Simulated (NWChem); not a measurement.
# Correlation energy of acetonitrile (C2H3N)

SMILES: CC#N
```xyz
6

C      0.0096    -1.1749     0.0000
C     -0.0023     0.2783     0.0000
N     -0.0118     1.4351     0.0000
H     -0.5029    -1.5596     0.8932
H     -0.5029    -1.5596    -0.8932
H      1.0441    -1.5468     0.0000
```
Charge 0, spin multiplicity 1.

Program: NWChem. The geometry was optimised at PBE0/def2-SVP, a minimum by its harmonic frequencies.

Basis set: 6-311G**. Each correlation energy counts from its own Hartree-Fock reference.

The correlated methods keep 3 core orbitals frozen. The Pople sets run with spherical d functions. Coupled-cluster values serve here as a point of comparison, not as the truth.

Question: One of these methods gave a correlation energy of -466.8 mHa. Which?
(A) CR-CCSD(T)
(B) CCSD
(C) MP2
(D) CCSD+T(CCSD)

Answer: B, CCSD. The others give -481.8 (CR-CCSD(T)), -487.3 (CCSD+T(CCSD)), -448.4 (MP2).
